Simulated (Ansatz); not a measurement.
in.yaml

```yaml
crystal:
  periodic: [false, false, false]
  atoms:
    - {symbol: Ga, position_ang: [0.000000, 0.000000, 0.000000]}
    - {symbol: As, position_ang: [0.000000, 0.000000, 5.884000]}
basis:
  gaussian: {orbitals: cc-pVDZ}
total_charge: 1
magnetization: {spin_polarized: false, initial_magnetization: 4}
hamiltonian: {xc: hf}
output: {forces: true, orbitals: {seedname: orbitals}}
```

```sh
$ ansatz run in.yaml --threads 1 --pin off --events-out ev --progress --plain --max-ram 2393MiB
```

Problem. One thing in this input was set wrong on purpose, beside settings that are merely unusual. What is the gravest fault, and what does the program do?

Solution. Multiplicity of wrong parity. How the run ends: refused.
```
Error: a molecule whose nuclei and cores have a total charge of 64 cannot have a net charge of 1 together with 4 unpaired electrons
```
